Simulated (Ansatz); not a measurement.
How far a parabola holds: energy against volume of rock-salt TiC

Rock-salt TiC was calculated with LDA (Ansatz, a first-principles code, PAW). Run with plane-wave cutoff 520 eV, 22×22×22 k mesh, Fermi–Dirac smearing 0.05 eV, no spin polarisation, scalar-relativistic PAW data made under PBE. The cell has no free parameter but its volume, all volumes share cutoff and mesh, and the runs aren't spin-polarised. Energies are free energies at the run's smearing, counted from the lowest row; static lattice.

| V (Å³/atom) | E (meV/atom) |
|---|---|
| 9.090 | ? |
| 9.283 | 14.52 |
| 9.476 | 3.50 |
| 9.670 | 0.00 |
| 9.863 | 3.32 |
| 10.057 | 12.80 |

Fit E of the 5 rows that show it with a parabola. With u = V - 9.67, the rows have u = -0.38700, -0.19400, 0.00000, 0.19300, 0.38700. Least squares gives E = -0.004 - 1.853·u + 91.224·u². Residuals (row less fit): 0.144, -0.289, 0.004, 0.284, -0.141; standard error 0.320 (degrees of freedom: 2). The fitted curve has its minimum at V = 9.68, where E = -0.01. Its curvature is d²E/dV² = 2 × 91.224 meV/Å⁶, so B = V0·d²E/dV² × 0.1602 = 283 GPa.

Task: Predict the withheld E at V = 9.090 from the fit, and compare with the calculation.

Result: u = -0.58000, so E = -0.004 - 1.853 × (-0.58000) + 91.224 × (-0.58000)² = 31.758 meV/atom. The calculation gives 33.87 meV/atom, 2.112 meV/atom above the prediction (6.2 % of the range of E in the table). The row lies outside the fitted rows, so this is an extrapolation. From the scatter of the fitted rows alone, a prediction at this place has a standard error of 0.756 meV/atom, so the miss is 2.8 times that.

The residuals are curvature that a parabola lacks, not noise. A solid that stiffens under compression and softens on expansion lies above the parabola at the compressed end and under it at the expanded end, as this row does. A third-order Birch-Murnaghan fit to the whole scan has B0 = 282 GPa. Only scans are tabulated whose curvature falls smoothly with volume, and where the parabola meets the shown rows within 5 % of their range and misses the end by 0.1 meV or more.

Measured, for comparison: bulk modulus 240 GPa (temperature not stated, no zero-point or thermal correction, sources range from 235 to 268; as tabulated in Krasnenko and Brik (2013), arXiv:1306.3139). Computed less measured: bulk modulus +18 % (+5 % to +20 % over the range).
